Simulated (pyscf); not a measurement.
Thermochemistry of product channels of H₃O⁺ + H₂C=O on the singlet surface, in kJ/mol, from ωB97M-D3(BJ)/def2-TZVP energies (ideal gas, 1 atm, RRHO with modes under 100 cm⁻¹ raised to 100, one conformer, R ln 2 for rigid chiral ones). Optimised with ωB97X-D3(BJ)/def2-SVP in PySCF.

```json
[
 {"products": "H₂O + H₂C=OH⁺", "ΔE": "-18.7", "ΔH(298 K)": "-15.7", "ΔG(900 K)": "-19.9", "ΔG(1200 K)": "-21.4"},
 {"products": "HO–CH₂–OH₂⁺", "ΔE": "-128.1", "ΔH(298 K)": "-112.9", "ΔG(900 K)": "+6.2", "ΔG(1200 K)": "+43.5"},
 {"products": "O=CH–OH₂⁺ + H₂", "ΔE": "+18.1", "ΔH(298 K)": "-0.4", "ΔG(900 K)": "+3.7", "ΔG(1200 K)": "+0.5"}
]
```

The channel to HO–CH₂–OH₂⁺ turns unfavourable between 298 and 1200 K (ΔG from -72.9 kJ/mol to +43.5 kJ/mol).

These are energies of the channels, which say nothing of barriers. O=CH–OH₂⁺ lies 77.2 kJ/mol over its isomer HO–CH=OH⁺, and others may lie lower still (electronic energy, ωB97M-D3(BJ)).
